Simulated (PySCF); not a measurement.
**SiP under electron impact: the energy ladder**

PBE0 in PySCF with def2-TZVPPD on every atom, for the lowest determinant that a PBE0 search found; no spin–orbit coupling.

| species | state (unpaired electrons) | Re (Å) | ωe (cm⁻¹) | energy of the minimum from the neutral (eV) | De (eV) | dissociates to |
| --- | --- | --- | --- | --- | --- | --- |
| SiP | doublet (π ↑) | 2.069 | 642 | 0.00 | 3.71 | Si + P |
| SiP⁺ | triplet (π ↑↑) | 2.217 | 512 | 8.79 | 3.13 | Si⁺ + P |
| SiP⁻ | singlet (closed shell) | 1.999 | 710 | -2.81 | 5.27 | Si⁻ + P |

Work out the lowest energy to break SiP into atoms, from its vibrational ground state.

D0 = De − ωe/2 = 3.71 − 0.04 = 3.67 eV (PBE0/def2-TZVPPD).

Work out the ionisation energy of the Si atom at this level and the threshold of dissociative ionisation.

IE(Si) = 8.79 + 3.13 − 3.71 = 8.21 eV, so Si⁺ + P + e⁻ appears at D0 + IE(Si) = 11.88 eV (PBE0/def2-TZVPPD). The measured IE(Si) is 8.152 eV (NIST ASD).

Work out the electron affinity of the Si atom and the threshold of dissociative attachment.

EA(Si) = 3.71 − 5.27 − (-2.81) = 1.25 eV, so Si⁻ + P needs D0 − EA(Si) = 2.42 eV (PBE0/def2-TZVPPD). The measured EA(Si) is 1.39 eV.

These are thermodynamic thresholds; the onsets seen under electron impact lie higher where the geometry changes, and cross-sections peak well above them.

For an ion De counts to the pair picked by the measured ionisation energies or electron affinities, which need not be the lowest pair at this level. States were picked by a PBE0 search and need not be the measured ground states.
